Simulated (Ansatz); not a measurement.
Geometry optimisation, RKS PBE0-D4/def2-SVP (Ansatz).

Input file:

```yaml
crystal:
  periodic: [false, false, false]
  atoms:
    - { symbol: Al, position_ang: [0.168909, -0.294321, 0.122823] }
    - { symbol: H, position_ang: [0.650029, -0.315992, 1.591906] }
    - { symbol: O, position_ang: [1.83243, -0.296828, -0.354314] }
    - { symbol: H, position_ang: [2.370374, -0.318205, 0.440594] }
    - { symbol: O, position_ang: [-1.210625, -0.279493, -0.835693] }
    - { symbol: H, position_ang: [-2.137318, -0.293761, -0.609316] }
basis:
  gaussian: { orbitals: def2-SVP }
hamiltonian:
  xc: pbe0
  dispersion: d4
relax:
  f_tol: 0.03
  max_steps: 50
output:
  orbitals: {}
```

Launched with:

```bash
$ ansatz run input.yaml --threads 1 --pin off --max-ram 2048MiB --backend cpu --events-out ev --progress --plain --runs-dir out
```

Problem. Where does it end, and by what steps?

Solution. It converged. After 5 steps the energy has fallen by 0.653 eV; H2 moved furthest, 0.65 Å.

```json
{"step": "0", "energy less start (eV)": "0.0000", "largest force component (eV/Å)": "1.681", "accepted": "yes"}
{"step": "1", "energy less start (eV)": "-0.3671", "largest force component (eV/Å)": "1.077", "accepted": "yes"}
{"step": "2", "energy less start (eV)": "-0.5409", "largest force component (eV/Å)": "0.433", "accepted": "yes"}
{"step": "3", "energy less start (eV)": "-0.6377", "largest force component (eV/Å)": "0.299", "accepted": "yes"}
{"step": "4", "energy less start (eV)": "-0.6528", "largest force component (eV/Å)": "0.063", "accepted": "yes"}
{"step": "5", "energy less start (eV)": "-0.6533", "largest force component (eV/Å)": "0.006", "accepted": "yes"}
```

```xyz
6
Properties=species:S:1:pos:R:3
Al 0.251 -0.302 0.282
H 0.052 -0.317 1.851
O 1.786 -0.300 -0.439
H 2.624 -0.307 0.023
O -1.056 -0.287 -0.800
H -1.983 -0.286 -0.562
```

Whether the end is a true minimum wasn't checked by a vibrational analysis.

The run took 7.8 s on 1 thread of Arm Neoverse V2 (shared host), peak memory 0.11 GiB.
